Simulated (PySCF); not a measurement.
2-Butenal, C4H6O, SMILES C/C=C/C=O, point group Cs.

Force field and properties: B3LYP/pcSseg-1 (PySCF, grid level 2). Vibrational terms come from second-order perturbation theory with semi-diagonal cubic constants, by steps of ±0.6 along the normal coordinates of each isotopologue. The parent has the commonest isotopes.

Equilibrium geometry (Å):

| atom | x | y | z |
| --- | --- | --- | --- |
| C1 | -1.7613 | 0.0380 | 0.1214 |
| C2 | -0.3414 | 0.2054 | -0.3067 |
| C3 | 0.7365 | -0.2596 | 0.3374 |
| C4 | 2.0935 | -0.0347 | -0.1781 |
| O5 | 3.1058 | -0.4298 | 0.3589 |
| H6 | -2.2404 | 1.0162 | 0.2615 |
| H7 | -2.3399 | -0.4815 | -0.6540 |
| H8 | -1.8454 | -0.5268 | 1.0546 |
| H9 | -0.1813 | 0.7616 | -1.2345 |
| H10 | 0.6555 | -0.8225 | 1.2673 |
| H11 | 2.1402 | 0.5445 | -1.1315 |

Task: Give the equilibrium and ground-state rotational constants (MHz) of parent; ²H at 9.

Result: 
```
species     Ae      Be      Ce     A0      B0      C0  Δ0 (u Å²)  harmonic ZPE (cm⁻¹)
 parent  33046  2174.5  2066.3  32682  2162.6  2054.7     -3.196                19550
²H at 9  28968  2163.5  2038.4  28684  2151.7  2027.2     -3.186                18848
```

Δ0 = Ic − Ia − Ib from the ground-state constants.

Task: How is the parent's vibrational correction B0 − Be made up?

Result: 
```
axis  harmonic  Coriolis  cubic  total (MHz)
   a      91.1      -287   -168         -364
   b      1.27     -1.41  -11.8        -11.9
   c     0.857    -0.831  -11.6        -11.5
```

Task: And its quartic centrifugal distortion constants from the harmonic force field?

Result: Asymmetric top, A reduction, Ir representation: ΔJ = 0.168 kHz, ΔJK = -2.39 kHz, ΔK = 213 kHz, δJ = 0.0122 kHz, δK = -1.16 kHz.

A mode lies under 250 cm⁻¹, where this perturbation treatment is rough. Internal rotors are held in one well.
